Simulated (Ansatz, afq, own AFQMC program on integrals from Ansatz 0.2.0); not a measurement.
Two steps: Ansatz 0.2.0 writes the Fock matrix and Cholesky factors of the valence space, and afq projects on them the lowest state that overlaps trial and start.

```yaml
crystal:
  periodic: [false, false, false]
  atoms:
    - {symbol: Ge, position_ang: [-0.001989, 0.000001, 1.207499]}
    - {symbol: Ge, position_ang: [-0.001381, -0.000001, -1.281547]}
    - {symbol: H, position_ang: [1.500233, -0.000013, 1.588157]}
    - {symbol: H, position_ang: [-0.628647, 1.243483, 1.874144]}
    - {symbol: H, position_ang: [-0.628670, -1.243469, 1.874145]}
basis:
  gaussian: {orbitals: cc-pVDZ}
magnetization: {spin_polarized: true, initial_magnetization: 1}
correlation: {method: ccsd_t, electrons: outside_noble_gas, hamiltonian_folder: ham}
```

```sh
$ ansatz run in.yaml --threads 1 --pin off --events-out ev --progress --plain --max-ram 1843MiB
```

Options of the walk:

```
--method free --trial cisd --walkers 60 --time-step 0.03 --max-blocks 80 --target-error 0.0004 --factor-cut 1e-05 --seed 8993 --times 0,0.21,0.42,0.81,1.2,1.8,2.4,3 --taylor-order 8
```

Times are imaginary, in 1/Eh. The walk had a cap of 1706 s. Filled inner d shells are frozen with the cores.

Output of the walk:

```
orbitals 41  electrons 6 5  factors 334 of 784
reference energy -4152.37167851 Eh
CCSD correlation -0.19540332 Eh in 16 cycles, weight of the determinant in the CISD state 0.8639
repeat  energy at the last time / Eh  error
    10  -4152.571891  0.000826
    20  -4152.572706  0.000637
    30  -4152.572899  0.000474
    40  -4152.573175  0.000391
    50  -4152.573116  0.000362
time / (1/Eh)  energy / Eh  error  mean overlap
  0.00  -4152.567004  0.000140  1.1569
  0.21  -4152.568994  0.000169  1.1574
  0.42  -4152.570462  0.000189  1.1529
  0.81  -4152.571909  0.000209  1.1560
  1.20  -4152.572224  0.000229  1.1660
  1.80  -4152.572316  0.000247  1.1803
  2.40  -4152.572638  0.000321  1.1824
  3.00  -4152.573082  0.000357  1.1778
energy -4152.573082 +/- 0.000357 Eh
```

The run passed its tests (error under three times the target), which doesn't prove that it has relaxed.

Against this walk (error 9.7 meV) on the same determinant: CCSD(T) 29.9 meV higher, the released energy of a separate walk with a CISD trial 1.6 ± 12.7 meV lower (within the noise). The error is statistical, and a free projection of finite length keeps a remainder of its start. The projection is still falling at its last time (meV from the last point: 32 ± 6 at 0.81, 23 ± 6 at 1.20, 21 ± 7 at 1.80, 12 ± 9 at 2.40, 0 ± 10 at 3.00), so its energy is a cut-off value, and the gaps above aren't errors of the other methods.

Cautions: remainder of the start not in the error; no relativity below Rb; no spin-orbit coupling; inner d shell frozen.

The walk took 3.9 min on 1 thread of Arm Neoverse V2, on a shared host. The log's last line is the free-projection energy.

A walk keeps the symmetry of its determinant, which the program's search chose and which needn't be the lowest solution, so a lower state of the same spin and another symmetry isn't excluded.
